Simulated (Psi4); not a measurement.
Reaction (SMILES): CCl (CH3-Cl) → [CH2-]Cl + H+
B3LYP-D3(BJ)/def2-TZVP geometries, fixed; electronic energies without zero-point terms.

Effect of the treatment of two-electron integrals at MP2/aug-cc-pV(T+d)Z with Psi4, against the last row, where the deprotonation energy is 405.56 kcal/mol. Cores are frozen.

| setting | largest shift of a total energy (mEh) | shift of the deprotonation energy (kcal/mol) |
|---|---|---|
| scf_type: df | 0.125 | -0.011 |
| scf_type: cd | 0.259 | -0.002 |
| scf_type: pk | 0.000 | 0.000 |

Within 0.02 kcal/mol in the deprotonation energy: scf_type: df; scf_type: cd. The largest shift is 0.259 mEh in a total energy and 0.011 kcal/mol in the difference.
